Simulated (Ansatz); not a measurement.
C₂H₄Si (`C#C[SiH3]`). The species carries charge 0 and has multiplicity 1.

```xyz
7

C    -1.387    0.436   -1.316
C    -0.534    0.168   -0.507
Si    0.755   -0.238    0.717
H    -2.140    0.674   -2.032
H     0.946    0.916    1.629
H     0.334   -1.426    1.497
H     2.026   -0.530    0.011
```

(1) What are the harmonic wavenumbers in cm⁻¹ at PBE0-D4/def2-TZVP (Ansatz, finite differences of forces, unscaled)? (Estimate.)

(2) Is this a minimum?

(3) Give the ideal-gas thermochemistry at 298.15 K and 1 bar (rigid rotor, harmonic oscillator; point group C3v, symmetry number 3).

Answers

(1) The calculation gave: 232, 232, 640, 680, 680, 730, 730, 927, 942, 942, 2165, 2243, 2246, 2246, 3466.

(2) Yes, all 15 modes are real.

(3) Zero-point energy 114.3 kJ/mol; H(298) − E = 128.8 kJ/mol; entropy 268.3 J/(mol·K), of which translation 159.1, rotation 85.4, vibration 23.7; G(298) − E = 48.8 kJ/mol.
